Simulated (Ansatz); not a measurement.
# BH3, AlH3: atomization energies

Ansatz 0.2.0, functionals in def2-QZVPP, HF, MP2 and coupled cluster extrapolated from def2-TZVPP and def2-QZVPP (exp(−7.88 √X), X^−2.97); geometries are PBE0/def2-TZVP minima. Wave-function levels freeze the cores; HF, MP2 and coupled cluster are restricted for singlets and unrestricted otherwise, atoms included (their steps beyond CCSDT(Q) come from restricted open-shell runs), Kohn–Sham unrestricted where that lies lower. The best estimate adds to that CCSD(T) limit the step from CCSD(T) to the highest level run in a smaller set (full CI/aug-cc-pVDZ, full CI/cc-pVDZ). It lacks core correlation, which semilocal and hybrid functionals hold and which counts in their errors here, (a few kJ/mol in atomization energies of light atoms) is good to about 1 kcal/mol where the step is under 0.06 eV, as here, and is no measured value. An error is the level's value less this estimate. Energies are electronic, without zero-point terms. No spin–orbit coupling and no scalar relativity. CCSD(T)'s error is that step with its sign reversed, by construction, and steps from double-zeta sets run high. The species are chosen: bound, without strong static correlation by their natural occupations or amplitudes, in their lowest spin state as far as vertical gaps and like structures tell, and with a ladder that closes on the reference, so errors are smaller than for species at large; levels whose determinant breaks symmetry or spin markedly are left out.

```csv
species,bonds (Å),quantity,symmetry of the states,reference,value (kJ/mol),error MP2,error CCSD(T),error PBE,error B97M-V,error wB97M-V
"BH3, singlet","B–H 1.193, angles at B 120°",atomization,–,limit + step to full CI/cc-pVDZ,1172.8,-3.5,-0.1,-8.0,14.5,11.0
"AlH3, singlet","Al–H 1.586, angles at Al 120°",atomization,–,limit + step to full CI/aug-cc-pVDZ,896.0,-20.8,-0.1,-44.6,36.3,-6.1
```

The reference falls from B to Al, by 276.8 kJ/mol in all.
